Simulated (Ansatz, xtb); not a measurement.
**Two isomers of C3H5ClF+**

Structure I is `C[C+](F)CCl`, a singlet and structure II is `CC[C+](F)Cl`, a singlet. Both are isolated ions in the gas phase, relaxed with B3LYP-D3(BJ)/def2-SVP; the shapes shown needn't be the lowest conformers.

I (Å):

```xyz
10

C    -2.7615    0.5677   -1.0027
C    -1.6479    1.2811   -0.3546
C    -1.1055    2.5764   -0.7385
Cl   -4.0177    1.4181   -0.0024
F    -1.1028    0.6887    0.6340
H    -2.9022    0.8129   -2.0628
H    -2.7791   -0.5101   -0.7966
H    -0.1532    2.3512   -1.2712
H    -1.7682    3.1252   -1.4184
H    -0.8267    3.1685    0.1485
```

II (Å):

```yaml
atoms:
  - { symbol: C, position_ang: [0.9255, 0.3161, 1.8625] }
  - { symbol: C, position_ang: [-0.0918, 1.1947, 1.0411] }
  - { symbol: C, position_ang: [-0.1653, 0.6668, -0.3124] }
  - { symbol: Cl, position_ang: [-1.2901, -0.4155, -0.8460] }
  - { symbol: F, position_ang: [0.7351, 0.9915, -1.1481] }
  - { symbol: H, position_ang: [1.9242, 0.3363, 1.4064] }
  - { symbol: H, position_ang: [0.5683, -0.7187, 1.9483] }
  - { symbol: H, position_ang: [0.9786, 0.7641, 2.8646] }
  - { symbol: H, position_ang: [0.2926, 2.2271, 0.9824] }
  - { symbol: H, position_ang: [-1.0833, 1.1687, 1.5129] }
```

**Question.** Estimate E(II) − E(I) at the level CCSD(T)/def2-SVP + ΔMP2/def2-TZVPP.

**Answer.** Too close to call at this level: CCSD(T)/def2-SVP + ΔMP2/def2-TZVPP gives E(II) − E(I) = −5.94 kJ/mol.

How the difference moves with the method:

```
                             level               geometry  E(II) − E(I) (kJ/mol)  departure from the last row (kJ/mol)  job, with rough time for the two
             B3LYP-D3(BJ)/def2-SVP  B3LYP-D3(BJ)/def2-SVP                   −2.56                                 +3.38                optimisation, 49 s
                       HF/def2-SVP  B3LYP-D3(BJ)/def2-SVP                  +11.16                                +17.10           part of the CCSD(T) run
                      MP2/def2-SVP  B3LYP-D3(BJ)/def2-SVP                  −17.56                                −11.62           part of the CCSD(T) run
                  CCSD(T)/def2-SVP  B3LYP-D3(BJ)/def2-SVP                  −12.93                                 −6.99                      single point
CCSD(T)/def2-SVP + ΔMP2/def2-TZVPP  B3LYP-D3(BJ)/def2-SVP                   −5.94                                                      single point, 27 s
```

As drawn, both hold the same kinds of bond in the same numbers.

HF/def2-SVP puts the two in the other order. The largest departure from CCSD(T)/def2-SVP + ΔMP2/def2-TZVPP is that of HF/def2-SVP, 17.10 kJ/mol. Levels run at GFN2-xTB geometries aren't shown. The last row adds to CCSD(T) the change of the MP2 difference between the two basis sets, here +6.99 kJ/mol.

With harmonic frequencies from B3LYP-D3(BJ)/def2-SVP (ideal gas, rigid rotor, one conformer each, 298.15 K, 1 atm): on the last row, ΔE + ΔZPE = −3.45 kJ/mol. A mode under 50 cm⁻¹ makes harmonic enthalpies and free energies unreliable, so none is given.

The correlated steps freeze 9 core orbitals. Run with Ansatz 0.2.0; the last row on 2 threads of Arm Neoverse V1 on a shared host.
